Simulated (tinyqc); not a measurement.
Worked calculation: UHF in the sto-3g basis, for CH2, spin multiplicity 3. One step of it, computed by the program tinyqc.

Question. Iteration 2: DIIS coefficients. Solve [B -1; -1 0][c; lambda] = [0; -1] for the coefficients, which sum to one.

B (overlaps of the stored error matrices):
```
                1               2
1   5.8013281e-01  -1.8831617e-02
2  -1.8831617e-02   3.2392047e-02
```

Give: DIIS coefficients.

Answer.

DIIS coefficients: 0.079  0.921
